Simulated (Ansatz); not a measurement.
Born–Oppenheimer molecular dynamics of AlFH2 (4 atoms, charge 0, multiplicity 1). It starts from a relaxed structure.

These are results of Ansatz 0.2.0, RHF/def2-SVP, not measurements.

```yaml
ensemble: NVT, Langevin thermostat
time_step: 0.5 fs
steps_asked: 300
set_temperature: 1500 K
friction: 0.01 /fs
seed: 241369
```

First frame:

```xyz
4
Properties=species:S:1:pos:R:3
Al 0.019 0.000 0.011
H -0.056 0.000 1.577
H 1.337 0.000 -0.837
F -1.413 0.000 -0.816
```

How far do the bonds stretch over the last three quarters of this one trajectory? (Pairs bonded in most of those frames.)


```tsv
bond	mean (Å)	spread (Å)	shortest	longest
Al1–H2	1.614	0.112	1.41	1.80
Al1–H3	1.610	0.117	1.40	1.88
Al1–F4	1.666	0.053	1.58	1.75
```

Mean temperature of the second half: 1321 K. The mean temperature of the second half is 12 % below the set value. A run of 0.15 ps of so small a system gives no equilibrium averages.

Run time: 88 s on 1 thread of Arm Neoverse N1 (shared host), peak memory 0.071 GiB.
